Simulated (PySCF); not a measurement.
Compound: C₄H₅F.
SMILES with atom numbers: `[CH2:1]=[CH:2][C:3](=[CH2:4])[F:5]` (hydrogens: H6, H7 on C1; H8 on C2; H9, H10 on C4)

Computed geometry: GFN2-xTB, gas phase.

(1) Give the optimised bond lengths and angles.

## Answers

(1) 
| bond | length (Å) | order |
| --- | --- | --- |
| C1=C2 | 1.328 | double |
| C2–C3 | 1.451 | single |
| C3=C4 | 1.328 | double |
| C3–F5 | 1.354 | single |
| C1–H6 | 1.076 | single |
| C1–H7 | 1.077 | single |
| C2–H8 | 1.080 | single |
| C4–H9 | 1.073 | single |
| C4–H10 | 1.075 | single |

Orders are formal, as drawn. A selection of angles:
| angle | degrees |
| --- | --- |
| C2–C1–H6 | 121.8 |
| C2–C1–H7 | 121.4 |
| H6–C1–H7 | 116.8 |
| C1–C2–C3 | 123.8 |
| C1–C2–H8 | 121.5 |
| C3–C2–H8 | 114.7 |
| C2–C3–C4 | 126.4 |
| C2–C3–F5 | 114.9 |
| C4–C3–F5 | 118.7 |
| C3–C4–H9 | 120.8 |
| C3–C4–H10 | 121.3 |
| H9–C4–H10 | 117.9 |

Dihedral angles: C1–C2–C3–C4 180° (antiperiplanar).

The 5 heavy atoms lie in one plane (0.000 Å rms). Of the pairs four or more bonds apart, F5···H7 is among the closest relative to their van der Waals radii: 2.46 Å, 92 % of the sum of Bondi's values. The 3 C–C bonds span 1.328 Å (C3=C4, drawn double) to 1.451 Å (C2–C3, drawn single), a spread of 0.123 Å.

Point group: Cs (tolerance 0.08 Å). No frequency check. The numbers are those of one conformer.
